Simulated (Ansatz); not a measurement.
**AlSiH₄ (doublet): from Hartree-Fock to the top rungs at a displaced geometry (v2), cc-pVDZ**

How much of the correlation energy of AlSiH₄ (doublet) does each wave-function method recover here?

The runs use Ansatz 0.2.0, Gaussian basis; cc-pVDZ, core rule «outside noble gas», up to 10 orbitals frozen.

Plan: UHF; CCSD(T) on ROHF; CCSD(T) on UHF; BCCD(T) on ROHF; CISD as a restricted active space (open shells left free, so some higher excitations enter); CCSDT(Q) on ROHF; CCSDT(Q) on UHF; CASSCF and MRCISD+Q, 9 electrons in 9 orbitals; CASSCF and NEVPT2, 9 electrons in 9 orbitals.

15 further runs of the same task are left out: 4 that didn't finish, 11 set aside as unsound or not needed. Runs told in other sessions of the task aren't counted.

## 1. The system

The geometry is a PBE0/def2-TZVP stationary point (not a proven minimum) with its atoms shifted at random (size 0.100 Å).

6 atoms, charge 0, spin multiplicity 2.

Atoms are counted from 1 here; the program's logs count them from 0.

Bond lengths: Si1–Al2 2.470 Å, Si1–H3 1.474 Å, Si1–H4 1.535 Å, Si1–H5 1.602 Å, Al2–H6 1.590 Å. Angles: Al2–Si1–H3 115.7°, Al2–Si1–H4 112.6°, Al2–Si1–H5 101.5°, H3–Si1–H4 112.3°, H3–Si1–H5 107.8°, H4–Si1–H5 105.9°, Si1–Al2–H6 124.2°.

In the tables R marks a restricted open-shell determinant and U an unrestricted one; 'frontier' is the active space of 9 electrons in 9 orbitals; energies count from the table's Hartree-Fock row.

## 2. UHF

File in.yaml:

```yaml
crystal:
  periodic: [false, false, false]
  atoms:
    - {symbol: Si, position_ang: [0.078280, 0.050265, 1.155179]}
    - {symbol: Al, position_ang: [-0.086594, -0.091884, -1.305515]}
    - {symbol: H, position_ang: [-0.009974, 1.407341, 1.723457]}
    - {symbol: H, position_ang: [1.272038, -0.737209, 1.712421]}
    - {symbol: H, position_ang: [-1.228828, -0.756342, 1.609538]}
    - {symbol: H, position_ang: [0.103606, 1.145257, -2.286281]}
basis:
  gaussian: {orbitals: cc-pVDZ}
magnetization: {spin_polarized: true, initial_magnetization: 1}
hamiltonian: {xc: hf}
output: {orbitals: {seedname: orbitals}}
```

Started as:

```
> ansatz run in.yaml --threads 1 --pin off --events-out ev --progress --plain --max-ram 2393MiB
```

Standard output:

```text
Functional definition: HF
  name "HF"
  cite "Fock, Z. Phys. 61, 126 (1930) doi:10.1007/BF01340294"
  parent pbe
  exchange = exact_x
  correlation = 0
535 factors; integrals over basis functions are off by at most 1.1e-3 eV
mean field evaluation 1: about -14505.7866 eV, gradient 8.2e0 eV
mean field evaluation 2: about -14505.7888 eV, gradient 8.2e0 eV
mean field evaluation 4: about -14506.9659 eV, gradient 7.6e-1 eV
mean field evaluation 8: about -14506.9855 eV, gradient 1.9e-3 eV
mean field evaluation 16: about -14506.7558 eV, gradient 1.2e0 eV
mean field evaluation 32: about -14506.9634 eV, gradient 5.0e-1 eV
mean field -14506.98549245 eV, -533.1218836595 hartree, gradient 2.5e-5 eV, S^2 0.756340; 0 other end points of the search recorded, 0 dependent functions left out
reference -14506.98549245 eV, -533.1218836595 hartree; 16, 15 occupied and 40, 41 virtual orbitals, 535 factors
Total energy: -14506.98549245 eV, -533.1218836595 hartree
```

It took 0.63 s on 1 thread of INTEL XEON PLATINUM 8581C at 2.30GHz, shared host.

From the report: ⟨S²⟩ of the determinant 0.756 (pure doublet: 0.75).

## 3. CCSD(T) on ROHF

in.yaml: that of step 2 with these lines changed.

```diff
@@ -11,4 +11,3 @@
   gaussian: {orbitals: cc-pVDZ}
-magnetization: {spin_polarized: true, initial_magnetization: 1}
-hamiltonian: {xc: hf}
-output: {orbitals: {seedname: orbitals}}
+magnetization: {spin_polarized: false, initial_magnetization: 1}
+correlation: {method: ccsd_t, electrons: outside_noble_gas}
```

Launched as before.

Standard output, cut to the lines that bear on the results:

```text
Functional definition: HF
  name "HF"
  cite "Fock, Z. Phys. 61, 126 (1930) doi:10.1007/BF01340294"
  parent pbe
[...]
535 factors; integrals over basis functions are off by at most 1.1e-3 eV
[...]
mean field -14506.95119192 eV, -533.1206231384 hartree, gradient 3.7e-6 eV, S^2 0.750000; 3 other end points of the search recorded, 0 dependent functions left out
[...]
determinant -14506.95119192 eV, -533.1206231384 hartree, with singles and doubles -14512.30648944 eV, -533.3174266922 hartree
determinant -14505.30459344 eV, -533.0601117605 hartree, with singles and doubles -14510.91542390 eV, -533.2663059767 hartree
10 core orbitals not correlated: weight in the atoms' cores, before any rotation towards them, 1.000 or more for the frozen orbitals, at most 0.000 for the correlated occupied ones
reference -14506.95119192 eV, -533.1206231384 hartree; 6, 5 occupied and 40, 41 virtual orbitals, 535 factors
second order -4.19474582 eV of doubles, -0.01879747 eV of singles
cycle   1  -5.35544884 eV  change   -1.5e-4 eV  update   7.1e-4
[...]
cycle   8  -5.35561785 eV  change    1.1e-5 eV  update   6.5e-6
perturbative correction -0.12974717 eV, -0.0047681206 hartree
Total energy: -14512.43655694 eV, -533.3222065849 hartree
```

Run time: 2.1 s. Hardware: 1 thread of INTEL XEON PLATINUM 8581C at 2.30GHz, shared host.

From the report: correlation -5.4854 eV; T1 0.019; largest double amplitude 0.04.

## 4. CCSD(T) on UHF

in.yaml: that of step 3 with these lines changed.

```diff
@@ -11,3 +11,3 @@
   gaussian: {orbitals: cc-pVDZ}
-magnetization: {spin_polarized: false, initial_magnetization: 1}
+magnetization: {spin_polarized: true, initial_magnetization: 1}
 correlation: {method: ccsd_t, electrons: outside_noble_gas}
```

Launched as before.

Standard output, cut to the lines that bear on the results:

```text
Functional definition: HF
  name "HF"
  cite "Fock, Z. Phys. 61, 126 (1930) doi:10.1007/BF01340294"
  parent pbe
[...]
535 factors; integrals over basis functions are off by at most 1.1e-3 eV
[...]
mean field -14506.98549245 eV, -533.1218836595 hartree, gradient 4.7e-6 eV, S^2 0.756340; 3 other end points of the search recorded, 0 dependent functions left out
determinant -14506.98549245 eV, -533.1218836595 hartree, with singles and doubles -14512.30797164 eV, -533.3174811623 hartree
determinant -14505.44467349 eV, -533.0652596072 hartree, with singles and doubles -14510.91277356 eV, -533.2662085785 hartree
10 core orbitals not correlated: weight in the atoms' cores, before any rotation towards them, 1.000 or more for the frozen orbitals, at most 0.000 for the correlated occupied ones
reference -14506.98549245 eV, -533.1218836595 hartree; 6, 5 occupied and 40, 41 virtual orbitals, 535 factors
second order -4.18413263 eV of doubles, -0.00000000 eV of singles
cycle   1  -5.32259143 eV  change   -1.1e-4 eV  update   6.3e-4
[...]
cycle   8  -5.32275512 eV  change    1.1e-5 eV  update   6.7e-6
perturbative correction -0.12860753 eV, -0.0047262396 hartree
Total energy: -14512.43685510 eV, -533.3222175419 hartree
```

Run time: 2 s. Hardware: 1 thread of INTEL XEON PLATINUM 8581C at 2.30GHz, shared host.

From the report: ⟨S²⟩ of the determinant 0.756 (pure doublet: 0.75); correlation -5.4514 eV; T1 0.016; largest double amplitude 0.04.

## 5. BCCD(T) on ROHF

in.yaml: that of step 4 with these lines changed.

```diff
@@ -11,3 +11,3 @@
   gaussian: {orbitals: cc-pVDZ}
-magnetization: {spin_polarized: true, initial_magnetization: 1}
-correlation: {method: ccsd_t, electrons: outside_noble_gas}
+magnetization: {spin_polarized: false, initial_magnetization: 1}
+correlation: {method: bccd_t, electrons: outside_noble_gas}
```

The command is unchanged.

Standard output, cut to the lines that bear on the results:

```text
Functional definition: HF
  name "HF"
  cite "Fock, Z. Phys. 61, 126 (1930) doi:10.1007/BF01340294"
  parent pbe
[...]
535 factors; integrals over basis functions are off by at most 1.1e-3 eV
[...]
mean field -14506.95119192 eV, -533.1206231384 hartree, gradient 3.7e-6 eV, S^2 0.750000; 3 other end points of the search recorded, 0 dependent functions left out
[...]
determinant -14506.95119192 eV, -533.1206231384 hartree, with singles and doubles -14512.30648944 eV, -533.3174266922 hartree
determinant -14505.30459344 eV, -533.0601117605 hartree, with singles and doubles -14510.91542390 eV, -533.2663059767 hartree
10 core orbitals not correlated: weight in the atoms' cores, before any rotation towards them, 1.000 or more for the frozen orbitals, at most 0.000 for the correlated occupied ones
reference -14506.95119192 eV, -533.1206231384 hartree; 6, 5 occupied and 40, 41 virtual orbitals, 535 factors
second order -4.19474582 eV of doubles, -0.01879747 eV of singles
cycle   1  -5.35281333 eV  change    2.5e-3 eV  update   3.8e-3
[...]
cycle   9  -5.35153083 eV  change    5.2e-6 eV  update   7.8e-6
perturbative correction -0.13452992 eV, -0.0049438833 hartree
Total energy: -14512.43725267 eV, -533.3222321524 hartree
```

Run time: 2.4 s. Hardware: 1 thread of INTEL XEON PLATINUM 8581C at 2.30GHz, shared host.

From the report: correlation -5.4861 eV; largest double amplitude 0.04.

## 6. CISD as a restricted active space (open shells left free, so some higher excitations enter)

in.yaml: that of step 5 with these lines changed.

```diff
@@ -12,2 +12,2 @@
 magnetization: {spin_polarized: false, initial_magnetization: 1}
-correlation: {method: bccd_t, electrons: outside_noble_gas}
+correlation: {active_space: {ras: {orbitals: [5, 1, 40], electrons: 11, max_holes: 2, max_particles: 2}, fixed_orbitals: true}}
```

The command is unchanged.

Standard output:

```text
Functional definition: HF
  name "HF"
  cite "Fock, Z. Phys. 61, 126 (1930) doi:10.1007/BF01340294"
  parent pbe
  exchange = exact_x
  correlation = 0
535 factors; integrals over basis functions are off by at most 1.1e-3 eV
mean field evaluation 1: about -14505.8070 eV, gradient 1.0e1 eV
mean field evaluation 2: about -14505.8092 eV, gradient 1.0e1 eV
mean field evaluation 4: about -14506.9440 eV, gradient 6.6e-1 eV
mean field evaluation 8: about -14506.9512 eV, gradient 8.6e-4 eV
mean field evaluation 16: about -14506.9451 eV, gradient 6.2e-1 eV
mean field -14506.95119192 eV, -533.1206231384 hartree, gradient 3.7e-6 eV, S^2 0.750000; 2 other end points of the search recorded, 0 dependent functions left out
reference -14506.95119192 eV, -533.1206231384 hartree; 16, 15 occupied and 40, 41 virtual orbitals, 535 factors
state -14511.87110955 eV, -533.3014267765 hartree
Total energy: -14511.87110955 eV, -533.3014267765 hartree
```

Wall time 2.9 s (1 thread of INTEL XEON PLATINUM 8581C at 2.30GHz, shared host).

From the report: 105,046 determinants.

## 7. CCSDT(Q) on ROHF

in.yaml: that of step 6 with these lines changed.

```diff
@@ -12,2 +12,2 @@
 magnetization: {spin_polarized: false, initial_magnetization: 1}
-correlation: {active_space: {ras: {orbitals: [5, 1, 40], electrons: 11, max_holes: 2, max_particles: 2}, fixed_orbitals: true}}
+correlation: {method: ccsdt_q, electrons: outside_noble_gas}
```

Launched as before.

Standard output, cut to the lines that bear on the results:

```text
Functional definition: HF
  name "HF"
  cite "Fock, Z. Phys. 61, 126 (1930) doi:10.1007/BF01340294"
  parent pbe
[...]
1070 factors; integrals over basis functions are off by at most 2.2e-7 eV
[...]
mean field -14506.95123960 eV, -533.1206248905 hartree, gradient 3.7e-6 eV, S^2 0.750000; 3 other end points of the search recorded, 0 dependent functions left out
[...]
determinant -14506.95123960 eV, -533.1206248905 hartree, with singles and doubles -14512.30651926 eV, -533.3174277882 hartree
determinant -14505.30464328 eV, -533.0601135919 hartree, with singles and doubles -14510.91545482 eV, -533.2663071128 hartree
10 core orbitals not correlated: weight in the atoms' cores, before any rotation towards them, 1.000 or more for the frozen orbitals, at most 0.000 for the correlated occupied ones
reference -14506.95123960 eV, -533.1206248905 hartree; 6, 5 occupied and 40, 41 virtual orbitals, 1070 factors
second order -4.19480047 eV of doubles, -0.01879757 eV of singles
cycle   1  -5.02544272 eV  change   -8.1e-1 eV  update   8.1e-2
[...]
cycle  20  -5.51705801 eV  change   -3.3e-7 eV  update   2.6e-7
perturbative correction -0.00511309 eV, -0.0001879027 hartree
Total energy: -14512.47341070 eV, -533.3235609356 hartree
```

It took 58 s on 1 thread of INTEL XEON PLATINUM 8581C at 2.30GHz, shared host; peak memory 0.72 GiB.

From the report: correlation -5.5222 eV; T1 0.020; largest double amplitude 0.04.

## 8. CCSDT(Q) on UHF

in.yaml: that of step 7 with these lines changed.

```diff
@@ -11,3 +11,3 @@
   gaussian: {orbitals: cc-pVDZ}
-magnetization: {spin_polarized: false, initial_magnetization: 1}
+magnetization: {spin_polarized: true, initial_magnetization: 1}
 correlation: {method: ccsdt_q, electrons: outside_noble_gas}
```

Launched as before.

Standard output, cut to the lines that bear on the results:

```text
Functional definition: HF
  name "HF"
  cite "Fock, Z. Phys. 61, 126 (1930) doi:10.1007/BF01340294"
  parent pbe
[...]
1070 factors; integrals over basis functions are off by at most 2.2e-7 eV
[...]
mean field -14506.98554040 eV, -533.1218854219 hartree, gradient 4.8e-6 eV, S^2 0.756340; 3 other end points of the search recorded, 0 dependent functions left out
determinant -14506.98554040 eV, -533.1218854219 hartree, with singles and doubles -14512.30800143 eV, -533.3174822569 hartree
determinant -14505.44472533 eV, -533.0652615125 hartree, with singles and doubles -14510.91280369 eV, -533.2662096855 hartree
10 core orbitals not correlated: weight in the atoms' cores, before any rotation towards them, 1.000 or more for the frozen orbitals, at most 0.000 for the correlated occupied ones
reference -14506.98554040 eV, -533.1218854219 hartree; 6, 5 occupied and 40, 41 virtual orbitals, 1070 factors
second order -4.18418694 eV of doubles, -0.00000000 eV of singles
cycle   1  -4.99426424 eV  change   -8.1e-1 eV  update   8.0e-2
[...]
cycle  20  -5.48306390 eV  change   -3.3e-7 eV  update   2.6e-7
perturbative correction -0.00524919 eV, -0.0001929043 hartree
Total energy: -14512.47385350 eV, -533.3235772081 hartree
```

Wall time 52 s (1 thread of INTEL XEON PLATINUM 8581C at 2.30GHz, shared host); peak memory 0.61 GiB.

From the report: ⟨S²⟩ of the determinant 0.756 (pure doublet: 0.75); correlation -5.4883 eV; T1 0.017; largest double amplitude 0.04.

## 9. CASSCF and MRCISD+Q, 9 electrons in 9 orbitals

in.yaml: that of step 8 with these lines changed.

```diff
@@ -11,3 +11,3 @@
   gaussian: {orbitals: cc-pVDZ}
-magnetization: {spin_polarized: true, initial_magnetization: 1}
-correlation: {method: ccsdt_q, electrons: outside_noble_gas}
+magnetization: {spin_polarized: false, initial_magnetization: 1}
+correlation: {method: fic_mrcisd_q, electrons: outside_noble_gas, active_space: {window: {electrons: 9, orbitals: 9}}}
```

The command is unchanged.

Standard output, cut to the lines that bear on the results:

```text
Functional definition: HF
  name "HF"
  cite "Fock, Z. Phys. 61, 126 (1930) doi:10.1007/BF01340294"
  parent pbe
[...]
535 factors; integrals over basis functions are off by at most 1.1e-3 eV
[...]
mean field -14506.95119192 eV, -533.1206231384 hartree, gradient 3.7e-6 eV, S^2 0.750000; 2 other end points of the search recorded, 0 dependent functions left out
reference -14506.95119192 eV, -533.1206231384 hartree; 16, 15 occupied and 40, 41 virtual orbitals, 535 factors
state -14508.52253903 eV, -533.1783690796 hartree
contracted CI cycle   1: correlation 0.00000000 eV, 0.0000000000 hartree, residual 1.37e1 eV
contracted CI cycle   2: correlation -3.42514729 eV, -0.1258718414 hartree, residual 2.87e0 eV
contracted CI cycle   3: correlation -3.58945661 eV, -0.1319100974 hartree, residual 8.68e-1 eV
[...]
contracted CI cycle   3: correlation -3.67101806 eV, -0.1349074254 hartree, residual 8.32e-1 eV
contracted CI cycle   4: correlation -3.68468751 eV, -0.1354097684 hartree, residual 2.51e-1 eV
contracted CI cycle   5: correlation -3.68602076 eV, -0.1354587646 hartree, residual 8.78e-2 eV
contracted CI cycle   6: correlation -3.68619289 eV, -0.1354650902 hartree, residual 3.44e-2 eV
contracted CI cycle   7: correlation -3.68621605 eV, -0.1354659411 hartree, residual 1.38e-2 eV
contracted CI cycle   8: correlation -3.68621978 eV, -0.1354660781 hartree, residual 5.79e-3 eV
contracted CI cycle   9: correlation -3.68622047 eV, -0.1354661038 hartree, residual 2.49e-3 eV
contracted CI cycle  10: correlation -3.68622060 eV, -0.1354661086 hartree, residual 1.06e-3 eV
state -14508.43620305 eV, -533.1751962909 hartree; corrected -14512.44012711 eV, -533.3223377859 hartree
state -14508.52253903 eV, -533.1783690796 hartree; corrected -14512.44268069 eV, -533.3224316284 hartree
Total energy: -14512.44268069 eV, -533.3224316284 hartree
```

Run time: 20 s. Hardware: 1 thread of INTEL XEON PLATINUM 8581C at 2.30GHz, shared host; peak memory 0.5 GiB.

From the report: 15,876 determinants; active occupations 1.98, 1.98, 1.98, 1.97, 1.00, 0.03, 0.02, 0.02, 0.02.

## 10. CASSCF and NEVPT2, 9 electrons in 9 orbitals

in.yaml: that of step 9 with these lines changed.

```diff
@@ -12,2 +12,2 @@
 magnetization: {spin_polarized: false, initial_magnetization: 1}
-correlation: {method: fic_mrcisd_q, electrons: outside_noble_gas, active_space: {window: {electrons: 9, orbitals: 9}}}
+correlation: {method: sc_nevpt2, electrons: outside_noble_gas, active_space: {window: {electrons: 9, orbitals: 9}}}
```

Launched as before.

Standard output, cut to the lines that bear on the results:

```text
Functional definition: HF
  name "HF"
  cite "Fock, Z. Phys. 61, 126 (1930) doi:10.1007/BF01340294"
  parent pbe
[...]
535 factors; integrals over basis functions are off by at most 1.1e-3 eV
[...]
mean field -14506.95119192 eV, -533.1206231384 hartree, gradient 3.7e-6 eV, S^2 0.750000; 2 other end points of the search recorded, 0 dependent functions left out
reference -14506.95119192 eV, -533.1206231384 hartree; 16, 15 occupied and 40, 41 virtual orbitals, 535 factors
state -14508.52253903 eV, -533.1783690796 hartree
state -14508.52253903 eV, -533.1783690796 hartree; corrected -14511.14261520 eV, -533.2746551027 hartree
state -14508.43620305 eV, -533.1751962909 hartree
state -14508.43620305 eV, -533.1751962909 hartree; corrected -14511.16347152 eV, -533.2754215586 hartree
state -14508.43620305 eV, -533.1751962909 hartree; corrected -14511.16347152 eV, -533.2754215586 hartree
WARN: the results are in doubt because another end's mean lies 0.086 eV lower, and its corrected mean 0.021 eV higher
Total energy: -14511.16347152 eV, -533.2754215586 hartree
In doubt: another end's mean lies 0.086 eV lower, and its corrected mean 0.021 eV higher
```

Wall time 12 s (1 thread of INTEL XEON PLATINUM 8581C at 2.30GHz, shared host).

From the report: 15,876 determinants; active occupations 1.99, 1.98, 1.97, 1.97, 1.00, 0.03, 0.02, 0.02, 0.01. Mind the lines of doubt at the end of the log.

## 11. All levels against the top one

The yardstick is UCCSDT(Q), where the cluster series has nearly closed. Rows without a time are mean-field rows or come out of runs for another level: lower rungs of the coupled-cluster runs, CASSCF and MRCISD of the multireference runs, or the Hartree-Fock search.

Differences are taken before rounding.

```tsv
method	energy from the lowest ROHF (meV)	from UCCSDT(Q) (meV)	time
ROHF	0.0	+5522.7	
UHF	-34.3	+5488.4	
RMP2	-4213.5	+1309.1	
UMP2	-4218.4	+1304.2	
CISD	-4919.9	+602.7	2.9 s
RCCSD	-5355.6	+167.0	
UCCSD	-5357.1	+165.6	
RCCSD(T)	-5485.4	+37.3	2.1 s
UCCSD(T)	-5485.7	+37.0	2 s
BCCD(T)	-5486.1	+36.6	2.4 s
RCCSDT	-5517.1	+5.6	
UCCSDT	-5517.4	+5.2	
RCCSDT(Q)	-5522.2	+0.4	58 s
UCCSDT(Q)	-5522.7	0	52 s
CASSCF frontier	-1571.3	+3951.3	
MRCISD frontier	-5179.1	+343.6	
MRCISD+Q frontier	-5491.5	+31.2	20 s
```

Among the levels timed on like hardware and quicker than the yardstick, those that no quicker one beats, quickest first: UCCSD(T) (2 s, +37.0 meV); BCCD(T) (2.4 s, +36.6 meV); MRCISD+Q frontier (20 s, +31.2 meV).

Not comparable, so not listed: CASSCF and NEVPT2, 9 electrons in 9 orbitals (they don't share determinant, frozen orbitals or solution with the rows shown, or repeat one).

## 12. Outcome

```
                         quantity                                                                      value
    UCCSDT(Q) from the ROHF energy                                                                 -5.5227 eV
              RMP2 from UCCSDT(Q)                                                                +1309.1 meV
              UMP2 from UCCSDT(Q)                                                                +1304.2 meV
             RCCSD from UCCSDT(Q)                                                                 +167.0 meV
          RCCSD(T) from UCCSDT(Q)                                                                  +37.3 meV
          UCCSD(T) from UCCSDT(Q)                                                                  +37.0 meV
         RCCSDT(Q) from UCCSDT(Q)                                                                   +0.4 meV
 MRCISD+Q frontier from UCCSDT(Q)                                                                  +31.2 meV
levels within 1 kcal/mol (43 meV)  RCCSD(T), UCCSD(T), BCCD(T), RCCSDT, UCCSDT, RCCSDT(Q), MRCISD+Q frontier
                    T1 diagnostic                                                                      0.019
```

RCCSD(T) lands +37.3 meV from the yardstick (0.7 % of the correlation energy). These misses are within one basis, not against nature; the frozen cores of restricted and unrestricted runs differ, which can shift their rows.

With open shells the CI space here admits some higher excitations, so it is larger than plain CISD.

MRCISD+Q frontier reaches 31.2 meV from the reference in 20 s, where UCCSDT(Q) took 52 s; the quickest level in the cost chart, UCCSD(T), takes 2 s and misses by 37.0 meV.
